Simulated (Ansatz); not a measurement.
# CH2N (doublet): from Hartree-Fock to the top rungs at distance N1–C2 = 1.374 Å, cc-pVDZ

How much of the correlation energy of CH2N (doublet) does each wave-function method recover here?

Computed with Ansatz 0.2.0, Gaussian basis. Level: cc-pVDZ, core rule «outside noble gas», up to 2 orbitals frozen.

Plan: UHF; CCSD(T) on ROHF; CCSD(T) on UHF; BCCD(T) on ROHF; CISD; CCSDT(Q) on ROHF; CCSDT(Q) on UHF; CASSCF and MRCISD+Q, 3 electrons in 3 orbitals; CASSCF and NEVPT2, 3 electrons in 3 orbitals; CASSCF and MRCISD+Q, 11 electrons in 10 orbitals; CASSCF and NEVPT2, 11 electrons in 10 orbitals.

22 further runs of the same task are left out: 4 for a known fault of the program, 15 that didn't finish, 3 set aside as unsound or not needed.

## Step 1: The system

The geometry derives from a PBE0/def2-TZVP stationary point (not a proven minimum). One bond is set to the value named and the two fragments are kept rigid.

4 atoms, charge 0, spin multiplicity 2.

Atoms are counted from 1 here; the program's logs count them from 0.

Bond lengths: N1–C2 1.374 Å, C2–H3 1.099 Å, C2–H4 1.099 Å. Angles: N1–C2–H3 121.4°, N1–C2–H4 121.4°, H3–C2–H4 117.1°.

## Step 2: UHF

File in.yaml:

```yaml
crystal:
  periodic: [false, false, false]
  atoms:
    - {symbol: N, position_ang: [0.000000, 0.000000, 0.728687]}
    - {symbol: C, position_ang: [0.000000, 0.000000, -0.645313]}
    - {symbol: H, position_ang: [0.000000, -0.937350, -1.218242]}
    - {symbol: H, position_ang: [0.000000, 0.937349, -1.218242]}
basis:
  gaussian: {orbitals: cc-pVDZ}
magnetization: {spin_polarized: true, initial_magnetization: 1}
hamiltonian: {xc: hf}
output: {orbitals: {seedname: orbitals}}
```

Started as:

```
$ ansatz run in.yaml --threads 1 --pin off --events-out ev --progress --plain --max-ram 2393MiB
```

The runs that follow: CCSD(T) on ROHF; CCSD(T) on UHF; BCCD(T) on ROHF; CISD; CCSDT(Q) on ROHF; CCSDT(Q) on UHF; CASSCF and MRCISD+Q, 3 electrons in 3 orbitals; CASSCF and NEVPT2, 3 electrons in 3 orbitals; CASSCF and MRCISD+Q, 11 electrons in 10 orbitals; CASSCF and NEVPT2, 11 electrons in 10 orbitals.

Q: Predict the results of all the runs planned. Wanted: RCCSDT(Q) below the RHF energy; RMP2 from RCCSDT(Q); UMP2 from RCCSDT(Q); RCCSD from RCCSDT(Q); RCCSD(T) from RCCSDT(Q); UCCSD(T) from RCCSDT(Q); UCCSDT(Q) from RCCSDT(Q); NEVPT2 pair from RCCSDT(Q); MRCISD+Q pair from RCCSDT(Q).

As calculated:

| quantity | value |
| --- | --- |
| RCCSDT(Q) below the RHF energy | -8.6470 eV |
| RMP2 from RCCSDT(Q) | +1125.0 meV |
| UMP2 from RCCSDT(Q) | +1703.3 meV |
| RCCSD from RCCSDT(Q) | +366.8 meV |
| RCCSD(T) from RCCSDT(Q) | +54.0 meV |
| UCCSD(T) from RCCSDT(Q) | +89.7 meV |
| UCCSDT(Q) from RCCSDT(Q) | -1.9 meV |
| NEVPT2 pair from RCCSDT(Q) | +983.5 meV |
| MRCISD+Q pair from RCCSDT(Q) | +106.4 meV |
| NEVPT2 valence from RCCSDT(Q) | +953.9 meV |
| levels within 1 kcal/mol (43 meV) | RCCSDT, UCCSDT, UCCSDT(Q), MRCISD+Q valence |
| T1 diagnostic | 0.028 |
| effectively unpaired electrons | 1.12 |

In words: RCCSD(T) lands +54.0 meV from the yardstick (0.6 % of the correlation energy). CCSD(T) misses by +54.0 meV on the restricted determinant and by +89.7 meV on the unrestricted one; the two need not hold the same state or core. One determinant dominates. Of the multireference levels listed MRCISD+Q valence comes nearest in total energy (+14.7 meV), which doesn't show that its space is the better one. These misses are within one basis, not against nature; the frozen cores of restricted and unrestricted runs differ, which can shift their rows.
